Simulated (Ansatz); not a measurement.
# AlNH3+ (triplet): from Hartree-Fock to the top rungs, cc-pVDZ

Aim: climb from Hartree-Fock through coupled cluster for AlNH3+ (triplet) at one geometry and basis, and see what each rung misses.

The runs use Ansatz 0.2.0, Gaussian basis; cc-pVDZ, core rule «outside noble gas», up to 6 orbitals frozen.

Plan: UHF; CCSD(T) on ROHF; CCSD(T) on UHF; BCCD(T) on ROHF; CISD; CCSDT(Q) on ROHF; CCSDT(Q) on UHF.

24 further runs of the same task are left out: 3 for a known fault of the program, 11 that didn't finish, 10 set aside as unsound or not needed.

**1. The system**

The geometry is a PBE0/def2-TZVP stationary point (not a proven minimum) of the parent state, kept for this charge and spin.

5 atoms, charge 1, spin multiplicity 3.

Atoms are counted from 1 here; the program's logs count them from 0.

Bond lengths: Al1–N2 1.774 Å, Al1–H3 1.604 Å, N2–H4 1.009 Å, N2–H5 1.007 Å. Angles: N2–Al1–H3 115.8°, Al1–N2–H4 124.4°, Al1–N2–H5 125.4°, H4–N2–H5 110.2°.

**2. UHF**

Contents of in.yaml:

```yaml
crystal:
  periodic: [false, false, false]
  atoms:
    - {symbol: Al, position_ang: [0.000000, -0.104009, 0.648758]}
    - {symbol: N, position_ang: [0.000000, 0.087527, -1.114734]}
    - {symbol: H, position_ang: [0.000000, 1.256470, 1.498750]}
    - {symbol: H, position_ang: [0.000000, 0.977077, -1.591329]}
    - {symbol: H, position_ang: [0.000000, -0.665655, -1.783277]}
basis:
  gaussian: {orbitals: cc-pVDZ}
total_charge: 1
magnetization: {spin_polarized: true, initial_magnetization: 2}
hamiltonian: {xc: hf}
output: {orbitals: {seedname: orbitals}}
```

The run is started by

```sh
> ansatz run in.yaml --threads 1 --pin off --events-out ev --progress --plain --max-ram 2393MiB
```

The runs that follow: CCSD(T) on ROHF; CCSD(T) on UHF; BCCD(T) on ROHF; CISD; CCSDT(Q) on ROHF; CCSDT(Q) on UHF.

**Question.** What will the summary of the whole plan be? Wanted: UCCSDT(Q) below the RHF energy; RMP2 from UCCSDT(Q); UMP2 from UCCSDT(Q); RCCSD from UCCSDT(Q); RCCSD(T) from UCCSDT(Q); UCCSD(T) from UCCSDT(Q); RCCSDT(Q) from UCCSDT(Q); T1 diagnostic.

As calculated:

| quantity | value |
| --- | --- |
| UCCSDT(Q) below the RHF energy | -5.7923 eV |
| RMP2 from UCCSDT(Q) | +21.00 kcal/mol |
| UMP2 from UCCSDT(Q) | +20.96 kcal/mol |
| RCCSD from UCCSDT(Q) | +2.85 kcal/mol |
| RCCSD(T) from UCCSDT(Q) | +0.57 kcal/mol |
| UCCSD(T) from UCCSDT(Q) | +0.54 kcal/mol |
| RCCSDT(Q) from UCCSDT(Q) | +0.02 kcal/mol |
| levels within 1 kcal/mol (43 meV) | RCCSD(T), UCCSD(T), BCCD(T), RCCSDT, UCCSDT, RCCSDT(Q) |
| T1 diagnostic | 0.018 |

RCCSD(T) misses by +0.57 kcal/mol, 0.4 % of the correlation energy. These misses are within one basis, not against nature; the frozen cores of restricted and unrestricted runs differ, which can shift their rows.
